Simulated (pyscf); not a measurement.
H₃Ge–AsH₂ + AsH₃ → H₃Ge–AsH–AsH₂ + H₂ (four-centre exchange; singlet surface; As–H, As–H broken, As–As, H–H formed). PySCF, gas phase, ωB97X-D3(BJ)/def2-SVP geometries. Energies in kcal/mol from the separated reactants.

```
level                   barrier  reaction energy
----------------------  -------  ---------------
ωB97X-D3(BJ)/def2-TZVP     60.9             -8.2
PBE/def2-TZVP              49.2             -3.6
r²SCAN/def2-TZVP           54.2             -3.9
B3LYP-D3(BJ)/def2-TZVP     54.2             -4.5
PBE0-D3(BJ)/def2-TZVP      54.3             -4.5
M06-2X/def2-TZVP           59.6             -5.9
```

The functionals in the table span 11.7 kcal/mol in this barrier, from PBE to ωB97X-D3(BJ)/def2-TZVP. From the product side, H₃Ge–AsH• + AsH₂• + H₂ lies, by one bond made or cut, 14.7 kcal/mol under this saddle at ωB97M-D3(BJ)/def2-TZVP. This is the saddle that the search found; another between the same sides may lie lower. Elements up to Kr have no core potential and no relativistic terms here.
